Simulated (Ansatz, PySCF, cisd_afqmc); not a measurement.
System: C2H2N, charge 0, doublet. C2H2N (SMILES [CH2]C#N, doublet).
B3LYP-D3(BJ)/def2-TZVP minimum from Ansatz (an electronic-structure program):
```xyz
5

C     -0.0090    -0.1659    -1.1772
C      0.0014     0.0261     0.1854
N      0.0103     0.1888     1.3399
H      0.9204    -0.2159    -1.7250
H     -0.9467    -0.2673    -1.7035
```
Charge 0, spin multiplicity 2.

Atomisation energy term by term, kcal/mol (programs: Ansatz, cisd_afqmc). UHF or UKS for unpaired electrons; spin-orbit terms are left out. Cores are frozen in correlated methods. Rows without X2C or -DK are non-relativistic. AFQMC is phaseless with a CISD trial state; ± is one standard error, without the phaseless bias. Outlying blocks are dropped, and bars are widened where a walk drifts. Over all cases where full CI ran beside it in this data, AFQMC minus full CI had a median of +0.1 mEh and passed +0.4 mEh in a tenth of the cases. CBS(X,Y): correlation extrapolated as X^-3, Hartree-Fock from the larger set (Q,5: extrapolated as (X+1)exp(-9√X)). A bracket is a step between two methods taken in the basis named. 'core' is core correlation in cc-pwCVTZ, 'X2C' scalar relativity in cc-pVTZ-DK, both at CCSD(T). For partners of very few electrons the exact lower level stands in for a higher one. The UHF reference of C2H2N ([CH2]C#N, doublet) is spin-contaminated (<S^2> up to 0.19 over the pure value in the sets run).

```
term                                                          basis  kcal/mol
-----------------------  ------------------------------------------  --------
Hartree-Fock                                   CBS(cc-pVQZ,cc-pV5Z)    358.31
CCSD correlation                               CBS(cc-pVQZ,cc-pV5Z)    138.84
(T)                                            CBS(cc-pVQZ,cc-pV5Z)     11.87
CCSDT(Q) - CCSD(T)                                          cc-pVDZ      1.18
core correlation                                          cc-pwCVTZ      2.76
scalar relativity                                   X2C, cc-pVTZ-DK     -0.40
minus zero-point energy  Hessian by PySCF at B3LYP-D3(BJ)/def2-TZVP    -19.47
sum: D0                                                                 493.1
```

The step beyond CCSD(T) by other levels: AFQMC/CISD in cc-pVDZ 0.80 ± 0.26 kcal/mol.
